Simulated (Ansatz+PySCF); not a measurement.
Results of a calculation; reference values are marked as such.
## Ansatz (development build ahead of 0.2.0) run

```yaml
crystal:
  periodic: [false, false, false]
  atoms:
    - { symbol: C, position_ang: [0.0, 0.0, -1.25701] }
    - { symbol: O, position_ang: [0.0, 0.0, 0.94275] }
basis:
  gaussian: { orbitals: STO-3G }
hamiltonian:
  xc: pbe0
scf:
  omitted_lower_state_checks: [stability, starts, atomic_configurations, cluster_reference, orbital_swaps, given_window_search, neighbouring_geometries, increment]
output:
  forces: true
```

The input is written out in the form of the current development build from the run's settings.

The run gave:

```
Converged                       : yes
Total energy                    : -111.21039 hartree
Spin squared of the determinant : 0.000
```

Forces (eV/Å):
```
atom     Fx     Fy      Fz
  C1  0.000  0.000   9.306
  O2  0.000  0.000  -9.306
```

Caution: an unrestricted determinant lies well below.
